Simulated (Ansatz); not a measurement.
AlP (zinc blende): values from a third-order Birch-Murnaghan fit to a volume scan beside measured ones. Computed values: PBE (plane waves to 420 eV, PAW, scalar-relativistic; Ansatz, a program for electronic structure). AlP was relaxed with its symmetry unable to fall. The PAW data are Ansatz's earlier set.

| quantity | reference | kind |
|---|---|---|
| Lattice constant a (Å) | 5.451 | measured, corrected to the static lattice |
| Bulk modulus B₀ (GPa) | 87.4 | measured, corrected to the static lattice |

References as given in: Daniel Mejia-Rodriguez, S. B. Trickey, Physical Review B (2018), arXiv:1807.09216.

Problem. Estimate the PBE values and the sign and size of each difference.

Solution. 
```
quantity                  PBE  difference
----------------------  -----  ----------
Lattice constant a (Å)  5.507      +1.0 %
Bulk modulus B₀ (GPa)    82.6      -5.5 %
```

PBE overestimates the lattice constant a by 1.0 %. PBE underestimates the bulk modulus B₀ by 5.5 %.

(A scan under strain: stresses follow from slopes of the energy per volume, elastic moduli from its curvatures.)
